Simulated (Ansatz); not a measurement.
Ansatz (a program for electronic structure) input (LC-wPBE/def2-TZVPD):

Ansatz 0.2 input:
```yaml
crystal:
  periodic: [false, false, false]
  atoms:
    - {symbol: C, position_ang: [1.14995060, -0.54805815, 0.07775131]}
    - {symbol: C, position_ang: [0.10013169, 0.48549506, 0.15382061]}
    - {symbol: O, position_ang: [-1.15118388, -0.08480778, -0.21949146]}
    - {symbol: H, position_ang: [-1.80250648, 0.62027496, -0.28928720]}
    - {symbol: H, position_ang: [0.05460212, 0.90627730, 1.17027120]}
    - {symbol: H, position_ang: [0.34691307, 1.32963965, -0.51637605]}
    - {symbol: H, position_ang: [2.11023961, -0.38271992, 0.54416248]}
    - {symbol: H, position_ang: [0.99972909, -1.41963110, -0.54227020]}
basis:
  gaussian:
    orbitals: def2-TZVPD
hamiltonian:
  xc: {name: LC-wPBE}
magnetization: {spin_polarized: true, initial_magnetization: 1}
output: {forces: true}
```

End of the output:

```
integrals: 0.06 GiB planned
787 factors; their error is unknown
integrals: 0.09 GiB planned
403 factors; integrals over basis functions are off by at most 2.0e-5 eV
mean field: 0.80 GiB planned
mean field evaluation 1: about -4196.0422 eV, gradient 3.2e1 eV
mean field evaluation 2: about -4196.9133 eV, gradient 3.0e1 eV
mean field evaluation 4: about -4199.8513 eV, gradient 1.3e0 eV
mean field evaluation 8: about -4199.8688 eV, gradient 5.3e-2 eV
mean field evaluation 16: about -4199.8337 eV, gradient 2.8e-4 eV
mean field -4199.83373955 eV, -154.3410431791 hartree, gradient 2.7e-5 eV, S^2 0.755376; 0 other end points of the search recorded, 0 dependent functions left out
the calculation of the forces begins
reference -4199.83373956 eV, -154.3410431794 hartree; 13, 12 occupied and 146, 147 virtual orbitals, 787 factors
Total energy: -4199.83373956 eV, -154.3410431794 hartree
Atom 0 at     1.149951    -0.548058     0.077751 Å, force    -0.044610     0.048737    -0.005075 eV/Å
Atom 1 at     0.100132     0.485495     0.153821 Å, force    -0.218211    -0.017512    -0.081139 eV/Å
Atom 2 at    -1.151184    -0.084808    -0.219491 Å, force     0.227243     0.256995     0.085558 eV/Å
Atom 3 at    -1.802506     0.620275    -0.289287 Å, force     0.091419    -0.108462     0.016044 eV/Å
Atom 4 at     0.054602     0.906277     1.170271 Å, force    -0.028457    -0.066884    -0.056527 eV/Å
Atom 5 at     0.346913     1.329640    -0.516376 Å, force    -0.025559    -0.107655     0.035189 eV/Å
Atom 6 at     2.110240    -0.382720     0.544162 Å, force     0.021732     0.012215     0.015701 eV/Å
Atom 7 at     0.999729    -1.419631    -0.542270 Å, force    -0.023558    -0.017434    -0.009751 eV/Å
Dipole moment:     0.050725     0.371690     0.040233 e Å
```

It need not be the lowest isomer of its formula.
